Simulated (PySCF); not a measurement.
The numbers below are computed, except where a source is named.
C4H9

C4H9 is a small molecule (built as: C site whose three back bonds go to CH3, CH3, CH3), neutral, doublet. The structure, one conformer, was relaxed in the gas phase by PBE0-D3(BJ)/def2-SVP. No frequency run checks that it is a minimum.

SMILES: C[C](C)C

```xyz
13

C    -0.011   -0.006   -0.186
C    -1.036   -1.037    0.141
C    -0.387    1.433   -0.106
C     1.430   -0.377   -0.102
H    -0.762   -2.028   -0.256
H    -1.161   -1.162    1.238
H    -2.028   -0.769   -0.257
H    -1.400    1.614   -0.502
H    -0.389    1.804    0.942
H     0.317    2.073   -0.662
H     1.616   -1.390   -0.495
H     1.796   -0.377    0.948
H     2.069    0.330   -0.655
```
Atoms count from 1 in this order.

EPR values by unrestricted B3LYP, IGLO-III on C, pcH-1 on H.

**Question.** Predict g and the largest hyperfine couplings. Where does the spin sit?

**Answer.** g = 2.0022, 2.0029, 2.0029. The spin sits on C1 (96 %, bonded to 3 C) by Mulliken populations.
```json
{"atom": "C1", "isotope": "13C", "isotropic (MHz)": "120.5", "dipolar, principal values (MHz)": "-77.0, -77.0, 154.1"}
{"atom": "H9", "isotope": "1H", "isotropic (MHz)": "137.6", "dipolar, principal values (MHz)": "-4.1, -3.1, 7.2"}
{"atom": "H12", "isotope": "1H", "isotropic (MHz)": "137.3", "dipolar, principal values (MHz)": "-4.1, -3.1, 7.2"}
{"atom": "H6", "isotope": "1H", "isotropic (MHz)": "137.2", "dipolar, principal values (MHz)": "-4.1, -3.1, 7.2"}
{"atom": "H11", "isotope": "1H", "isotropic (MHz)": "32.0", "dipolar, principal values (MHz)": "-4.8, -4.0, 8.8"}
{"atom": "H8", "isotope": "1H", "isotropic (MHz)": "31.8", "dipolar, principal values (MHz)": "-4.8, -4.0, 8.8"}
```

**Question.** How do the isotropic couplings move with BHandHLYP?

**Answer.** C1 120.5 to 152.5 MHz, H9 137.6 to 137.8 MHz, H12 137.3 to 137.5 MHz, H6 137.2 to 137.4 MHz.
